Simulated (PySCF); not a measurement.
# TDDFT excited states: C3H6ClF

Compound: C3H6ClF.
InChI=1S/C3H6ClF/c4-2-1-3-5/h1-3H2

Method: TDDFT PBE0/def2-SVPD, vertical, gas phase, core orbitals frozen in the response in PySCF 2.14.0, density-fitted response routines. Isolated species at its GFN2-xTB geometry (one conformer only). Torsions of this conformer, `[F:1][CH2:2][CH2:3][CH2:4][Cl:5]`: F1–C2–C3–C4 -68°, C2–C3–C4–Cl5 -69°.

Task: List the vertical singlet excitations with oscillator strengths and describe the spectrum.

Result: 

```json
{"state": "S1", "E (eV)": "7.41", "E (kJ/mol)": "715", "λ (nm)": "167.3", "f": "0.0028", "main configurations (H = HOMO, L = LUMO)": "H→L (90%)"}
{"state": "S2", "E (eV)": "7.51", "E (kJ/mol)": "725", "λ (nm)": "165.0", "f": "0.0037", "main configurations (H = HOMO, L = LUMO)": "H-1→L (91%)"}
{"state": "S3", "E (eV)": "8.09", "E (kJ/mol)": "781", "λ (nm)": "153.2", "f": "0.015", "main configurations (H = HOMO, L = LUMO)": "H→L+1 (86%)"}
{"state": "S4", "E (eV)": "8.20", "E (kJ/mol)": "791", "λ (nm)": "151.2", "f": "0.032", "main configurations (H = HOMO, L = LUMO)": "H-1→L+1 (88%)"}
{"state": "S5", "E (eV)": "8.79", "E (kJ/mol)": "848", "λ (nm)": "141.0", "f": "0.0054", "main configurations (H = HOMO, L = LUMO)": "H→L+2 (89%)"}
{"state": "S6", "E (eV)": "8.88", "E (kJ/mol)": "856", "λ (nm)": "139.7", "f": "0.0009", "main configurations (H = HOMO, L = LUMO)": "H-1→L+2 (60%), H→L+3 (30%)"}
```

Triplets (Tamm–Dancoff): T1 6.71 eV, H→L (83%); T2 6.79 eV, H-1→L (82%).

The lowest singlet lies at 7.41 eV (167 nm, vacuum ultraviolet) and is very weak; its leading configuration is HOMO→LUMO (90%). The most intense listed level is S4 at 8.20 eV (151 nm, f = 0.032), 0.79 eV above S1. Löwdin shares by element: HOMO chlorine 73%, carbon 12% or more; LUMO chlorine 50%, carbon 29% or more, hydrogen 8% or more. Of the 6 states listed, 2 reach f = 0.01 and none stays under 0.0005. Orbital energies (eV): HOMO-3 -9.87, HOMO-2 -9.79, HOMO-1 -8.64, HOMO -8.56, LUMO 0.51, LUMO+1 0.72, LUMO+2 1.34. The listed states span 1.47 eV. Singlets were solved by full linear response, triplets in the Tamm–Dancoff approximation.

Time: 12 s of wall time; peak memory 0.69 GiB. Hardware: one thread, Arm Neoverse V2 (aarch64), on a shared host.
